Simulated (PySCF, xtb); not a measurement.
dichloromethane (CH₂Cl₂), SMILES ClCCl.

GFN2-xTB in xtb 6.7.1 at its own geometry gives an orbital gap of 6.15 eV and a dipole moment of 1.77 D.

Geometry: r2SCAN-D4/def2-TZVP.

Q: What does PBE0/def2-TZVPD (PySCF) give? (Estimate from the structure and the level; the computed values follow.)

A: gap 8.28 eV (levels -8.77 and -0.49 eV), dipole 1.65 D.
